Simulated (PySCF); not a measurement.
**Aluminium: a sound run and one with changed settings**

Sound run: Al [Ne] 3s2 3p1, Al⁺ [Ne] 3s2. Computed with PySCF 2.14 in pcseg-2, with no relativity, point nucleus. In the sound run the correlated levels freeze [Ne]. The sound run starts from symmetry-adapted Hartree-Fock orbitals and uses a fine grid where one is needed.

Changed run: a valence shell is frozen. This setting is unsound on purpose.

Ionisation energy of Al:

```json
{"method": "UHF", "sound run (eV)": "5.557", "changed run (eV)": "5.557"}
{"method": "MP2", "sound run (eV)": "5.684", "changed run (eV)": "5.557"}
{"method": "SCS-MP2", "sound run (eV)": "5.665", "changed run (eV)": "5.557"}
{"method": "CCSD", "sound run (eV)": "5.714", "changed run (eV)": "5.557"}
{"method": "CCSD(T)", "sound run (eV)": "5.733", "changed run (eV)": "5.557"}
{"method": "CCSDT", "sound run (eV)": "n/a", "changed run (eV)": "5.557"}
{"method": "FCI", "sound run (eV)": "n/a", "changed run (eV)": "5.557"}
```

Freezing a valence shell removes pair correlation that changes on ionisation.

For comparison, NIST gives 5.986 eV between the lowest levels.
